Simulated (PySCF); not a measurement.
**Ionising F2**

RHF-CCSD(T); PySCF, no relativity, basis sets F def2-TZVPPD. Neutral (RHF): singlet (closed shell), Re = 1.418 Å, ωe = 913 cm⁻¹, De = 1.52 eV.

F₂⁺ (UHF): doublet (π ↑), Re = 1.313 Å, ωe = 1114 cm⁻¹, De = 3.14 eV to F⁺ + F. The energies at the minima are -199.30958 hartree for F2 and -198.73736 for F₂⁺.

(1) Work out the adiabatic ionisation energy, without and with harmonic zero-point energies (1 hartree = 27.2114 eV, 1 eV = 8065.5 cm⁻¹), and the change of the bond length.

F₂⁻ (UHF): doublet (σ ↑), Re = 1.936 Å, ωe = 432 cm⁻¹, De = 1.16 eV to F + F⁻. The energies at the minima are -199.30958 hartree for F2 and -199.41603 for F₂⁻.

(2) Work out the adiabatic electron affinity, without and with harmonic zero-point energies (1 hartree = 27.2114 eV, 1 eV = 8065.5 cm⁻¹), and the change of the bond length.

Correlated steps freeze 2 core orbitals. Where the molecule has an RHF reference, its open-shell atoms are computed with UHF. States were picked by a PBE0 search and need not be the measured ground states.

Neutral and ion stand on different kinds of reference determinant, which adds to the error of the difference.

Answers

(1) At CCSD(T): 0.57222 hartree = 15.571 eV between the minima; the zero-point term (1114.0 − 913.0)/2 cm⁻¹ = +0.012 eV makes it 15.583 eV. Re changes by -10.5 pm against the neutral. The electron leaves a π orbital, and the shorter bond of the ion fits an antibonding orbital, or a change in how ionic the bond is.

(2) At CCSD(T): 0.10645 hartree = 2.897 eV between the minima; the zero-point term (913.0 − 432.0)/2 cm⁻¹ = +0.030 eV makes it 2.926 eV. Re changes by +51.8 pm against the neutral. The electron enters a σ orbital, and the ion is left as a loose complex of an ion and an atom.
